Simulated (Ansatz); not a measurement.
## SSi (charge +1): a composite energy at a relaxed geometry, step by step

Computed with the Ansatz DFT code, driven from Python.

Input file `ssi.xyz`:
```text
2

Si    0.00000    0.00000    0.00000
S     0.00000    0.00000    2.20000
```

Typed at the interpreter:
```pycon
>>> import itertools
>>> import ansatz as az
>>> from ase.data import atomic_numbers, covalent_radii
>>> import numpy as np
>>> BASIS_SET = "def2-SVP"
>>> FUNCTIONAL = "pbe0"
>>> DISPERSION = "d3bj"
>>> CHARGE = 1
>>> molecule = az.Crystal.molecule_from_extxyz("ssi.xyz")
>>> calc = molecule.calculation()
>>> calc = calc.basis(gaussian=BASIS_SET)
>>> calc = calc.functional(FUNCTIONAL, dispersion=DISPERSION)
>>> calc = calc.charge(CHARGE)
>>> calc = calc.spin("collinear", total=1)
>>> symbols = [site.symbol for site in molecule.cartesian_sites]
>>> start = np.array([site.position_ang for site in molecule.cartesian_sites], dtype=float)
>>> summary = calc.relax(force_tolerance=0.01, max_steps=100).run(threads=1, pin="off").report
>>> end = np.array(summary["positions_ang"])
>>> # pairs closer than 1.2 times the sum of covalent radii, before or after
>>> radius = [covalent_radii[atomic_numbers[s]] for s in symbols]
>>> span = lambda where, i, j: np.linalg.norm(where[i] - where[j])
>>> bonded = [(i, j) for i, j in itertools.combinations(range(len(symbols)), 2) if min(span(start, i, j), span(end, i, j)) < 1.2 * (radius[i] + radius[j])]
>>> print("pair        before    after (A)")
pair        before    after (A)
>>> for i, j in bonded:
...     print(f"{symbols[i]}{i}-{symbols[j]}{j}".ljust(10), f"{span(start, i, j):8.4f} {span(end, i, j):8.4f}")
...
Si0-S1       2.2000   2.0870
>>> minimum = az.Crystal.molecule()
>>> for symbol, place in zip(symbols, end):
...     minimum = minimum.atom(symbol, place.tolist())
...
>>> at_minimum = minimum.calculation()
>>> at_minimum = at_minimum.charge(CHARGE).spin("collinear", total=1)
>>> # MP2 extrapolated to the basis limit, plus the small-basis difference CCSD(T) - MP2
>>> level = lambda method, basis: at_minimum.basis(gaussian=basis).correlation(method).run(threads=1, pin="off").report
>>> small, large, cluster = level("mp2", "cc-pVDZ"), level("mp2", "cc-pVTZ"), level("ccsd_t", "cc-pVDZ")
>>> corr = lambda each: (each["free_energy_ev"] - each["reference_energy_ev"]) / 27.211386246
>>> mp2_limit = (27 * corr(large) - 8 * corr(small)) / 19
>>> pieces = {"HF / cc-pVTZ": large["reference_energy_ev"] / 27.211386246, "MP2 correlation, DZ-TZ limit": mp2_limit, "CCSD(T) - MP2 / cc-pVDZ": corr(cluster) - corr(small)}
>>> for name, value in pieces.items():
...     print(f"{name:32s} {value:14.6f} Ha")
...
HF / cc-pVTZ                        -686.175795 Ha
MP2 correlation, DZ-TZ limit          -0.225880 Ha
CCSD(T) - MP2 / cc-pVDZ               -0.039625 Ha
>>> print(f"{'sum':32s} {sum(pieces.values()):14.6f} Ha")
sum                                 -686.441300 Ha
>>> print("T1 diagnostic", round(cluster["correlation"]["coupled_cluster"]["t1_diagnostic"], 4))
T1 diagnostic 0.0253
```

Caveats:
- Total energies depend on the basis set; only differences at equal settings carry meaning.
- The sum leaves out core correlation, relativity, the Hartree-Fock basis error and zero-point energy; a DZ-TZ extrapolation is rough.
- The run takes the species as open-shell (spin multiplicity 2), which needn't be its ground state.
- Inner cores stay frozen, so this is valence correlation.
- For Al to Cl the sets with a tight d function, cc-pV(X+d)Z, are usual.
- The spin state was assumed, and another may lie lower.
- An extrapolation from small basis sets is rough.
- The whole script took 21 s on 1 thread of Arm Neoverse V1 (shared host), peak memory 0.2 GiB.
